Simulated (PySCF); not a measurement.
## C5H9Cl: calculation and literature

Molfile (atoms numbered from 1):
```
C5H9Cl
     RDKit          3D

 15 15  0  0  0  0  0  0  0  0999 V2000
    0.9323   -1.3850    1.8440 Cl  0  0  0  0  0  0  0  0  0  0  0  0
    0.8083   -0.9544    0.1066 C   0  0  0  0  0  0  0  0  0  0  0  0
    1.1777    0.5136   -0.1050 C   0  0  0  0  0  0  0  0  0  0  0  0
   -0.1495    1.2966   -0.0761 C   0  0  0  0  0  0  0  0  0  0  0  0
   -1.2468    0.2541    0.1716 C   0  0  0  0  0  0  0  0  0  0  0  0
   -0.6431   -1.0517   -0.3385 C   0  0  0  0  0  0  0  0  0  0  0  0
    1.4749   -1.6460   -0.4098 H   0  0  0  0  0  0  0  0  0  0  0  0
    1.6671    0.6205   -1.0741 H   0  0  0  0  0  0  0  0  0  0  0  0
    1.8732    0.8575    0.6584 H   0  0  0  0  0  0  0  0  0  0  0  0
   -0.1482    2.0582    0.7013 H   0  0  0  0  0  0  0  0  0  0  0  0
   -0.3104    1.7959   -1.0315 H   0  0  0  0  0  0  0  0  0  0  0  0
   -2.1781    0.5051   -0.3327 H   0  0  0  0  0  0  0  0  0  0  0  0
   -1.4463    0.1651    1.2396 H   0  0  0  0  0  0  0  0  0  0  0  0
   -1.1427   -1.9356    0.0539 H   0  0  0  0  0  0  0  0  0  0  0  0
   -0.6728   -1.0857   -1.4295 H   0  0  0  0  0  0  0  0  0  0  0  0
  1  2  1  0
  2  3  1  0
  3  4  1  0
  4  5  1  0
  5  6  1  0
  6  2  1  0
  2  7  1  0
  3  8  1  0
  3  9  1  0
  4 10  1  0
  4 11  1  0
  5 12  1  0
  5 13  1  0
  6 14  1  0
  6 15  1  0
M  END
```

Isolated molecule, relativity neglected, one conformer, rapidly exchanging positions averaged. GFN2-xTB geometry; NMR shieldings at PBE0/pcSseg-1/GIAO; PySCF 2.14.

Reference values: measured (solution, not stated per compound (mostly CDCl3 or CCl4); Pretsch, Buehlmann, Badertscher, Structure Determination of Organic Compounds, 4th ed. (2009)).
| atoms | quantity | reference | computed | computed, scaled |
| --- | --- | --- | --- | --- |
| C2 | δ $^{13}$C | 62.0 | 67.6 | 58.2 |
| C3/C6 | δ $^{13}$C | 37.2 | 40.5 | 37.3 |
| C4/C5 | δ $^{13}$C | 23.1 | 25.9 | 23.0 |

Computed shifts are σ(ref) − σ with the named reference compound (TMS for H and C) calculated as an isolated molecule at the same level. The measured values may be among those fitted. Scaled to experiment by linear calibration (H and C: mostly CDCl3 data, vs TMS): $^{13}$C (scatter 2.1 ppm rms, 2.3 ppm with the 13 outliers that the fit left out, with a fitted term for attached Cl). Occasional misses reach two or three times the rms, and more in compound classes unlike the fitted ones.

Problem. How far are the unscaled $^{13}$C shifts from the references?

Solution. Mean signed difference +3.90 ppm, mean absolute 3.90 ppm over 3 comparisons; the largest is +5.6 ppm at C2 (sp3 CH bonded to Cl).

Carbons that carry Cl, above all several Cl atoms, come out too deshielded, partly because spin–orbit coupling is missing.
